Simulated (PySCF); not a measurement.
**S: electron affinity**

S⁻ [Ne] 3s2 3p5 (2P) → S [Ne] 3s2 3p4 (3P), as a difference of total energies. All numbers are calculated (PySCF 2.14, scalar relativity by spin-free X2C-1e, in dyall-acv3z (19s12p6d4f, 113 functions)). Correlated levels: valence: [Ne] frozen; valence and next inner shell: 1s2 frozen; virtual orbitals above 40 to 60 times the deepest correlated orbital energy dropped. The calculations carry no spin-orbit coupling.

```json
{"method": "UHF", "electron affinity (eV)": "0.869"}
{"method": "PBE", "electron affinity (eV)": "2.155"}
{"method": "PBE0", "electron affinity (eV)": "2.053"}
{"method": "r2SCAN", "electron affinity (eV)": "2.105"}
{"method": "BLYP", "electron affinity (eV)": "2.118"}
{"method": "revPBE", "electron affinity (eV)": "2.098"}
{"method": "MP2 (valence)", "electron affinity (eV)": "1.924"}
{"method": "SCS-MP2 (valence)", "electron affinity (eV)": "1.922"}
{"method": "MP2 (valence and next inner shell)", "electron affinity (eV)": "1.926"}
{"method": "SCS-MP2 (valence and next inner shell)", "electron affinity (eV)": "1.923"}
```

Task: Estimate what BHandHLYP gives.

Result: 1.934 eV, closest to MP2 (valence and next inner shell) among the rows shown.

Task: Estimate what LDA gives.

Result: 2.383 eV, closest to PBE among the rows shown.

Errors of the correlated levels include the incompleteness of this basis and the frozen core.

In the anion the highest occupied orbital energy is positive at LDA, PBE, PBE0, r2SCAN, BLYP, revPBE, a self-interaction effect; the basis confines that electron, and the energy difference can still be sensible.

For comparison: 2.077 eV (measured; photodetachment measurements, as compiled on the Wikipedia data page of electron affinities).
